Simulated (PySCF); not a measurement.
Gas-phase reaction: 2 BO + F2 → 2 BOF

Computed with PySCF and rigid-rotor harmonic-oscillator thermochemistry at 1 bar. Table values come from the NASA 1993 polynomials. After a fit of one offset per element over all species, the range-separated, M06-2X, PBE0/def2-QZVP and CCSD(T)/def2-TZVPP enthalpies, where run, lie to one side of the table for BO (+18 kJ/mol), BOF (+19 kJ/mol): a fault of the table's entry, another state or a shared error of the levels is possible; this was not checked at source. † marks an energy on the PBE0/def2-TZVP geometry and frequencies; other levels use their own. MP2 and CCSD(T) freeze the core. 6-31G* has spherical d functions here. Open shells (unrestricted): BO (multiplicity 2); the rest are closed-shell singlets. B3LYP is the form with VWN-RPA correlation. MP2 isn't extrapolated to the basis-set limit. CCSD(T) isn't extrapolated to the basis-set limit. The table's entry may be an old estimate for BO, BOF (not checked at source).

| level | ΔH°(298 K), kJ |
|---|---|
| table | -1204.0 |
| B3LYP/6-31G* | [?] |
| B3LYP/def2-TZVP† | [?] |
| BLYP/def2-TZVP† | -1146.0 |
| CCSD(T)/def2-SVP† | -1160.9 |
| MP2/def2-TZVPP† | -1215.0 |
| PBE/def2-SVP | -1159.8 |
| PBE/def2-TZVP† | [?] |
| PBE0/def2-QZVP† | -1181.2 |
| r2SCAN/def2-TZVP† | -1158.2 |
| LDA/def2-TZVP† | [?] |
| ωB97M-V/def2-TZVP† | -1206.6 |

What belongs in the gaps?


- B3LYP/6-31G*, ΔH°(298 K), kJ: -1175.5
- B3LYP/def2-TZVP†, ΔH°(298 K), kJ: -1182.0
- PBE/def2-TZVP†, ΔH°(298 K), kJ: -1149.9
- LDA/def2-TZVP†, ΔH°(298 K), kJ: -1236.1
